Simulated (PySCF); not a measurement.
**Working out the ionisation energy of N**

N [He] 2s2 2p3 (4S) → N⁺ [He] 2s2 2p2 (3P). Calculation: PySCF 2.14, in aug-cc-pwCVDZ (5s4p2d, 27 functions); no relativity, point nucleus. Frozen: 1s2. Energies in hartree (1 hartree = 27.21139 eV):

```csv
part,N (lower),N⁺ (upper)
UHF,-54.393265,-53.881662
CCSD correlation,-0.096154,-0.080675
(T),-0.001357,-0.000921
```

**Question.** What does Hartree-Fock give?

**Answer.** (-53.881662) − (-54.393265) = 0.511603 hartree = 13.921 eV.

**Question.** What do CCSD and CCSD(T) give?

**Answer.** The CCSD correlation energies differ by 0.015479 hartree = 0.421 eV and the triples by 0.000436 hartree = 0.012 eV, so CCSD gives 14.342 eV and CCSD(T) 14.354 eV.

Measured between the centres of the two terms (NIST): 14.545 eV, so CCSD(T) (valence) is off by -0.191 eV.

A double-zeta basis recovers only part of the correlation energy.

What remains against the reference includes basis incompleteness, the frozen core and higher excitations.
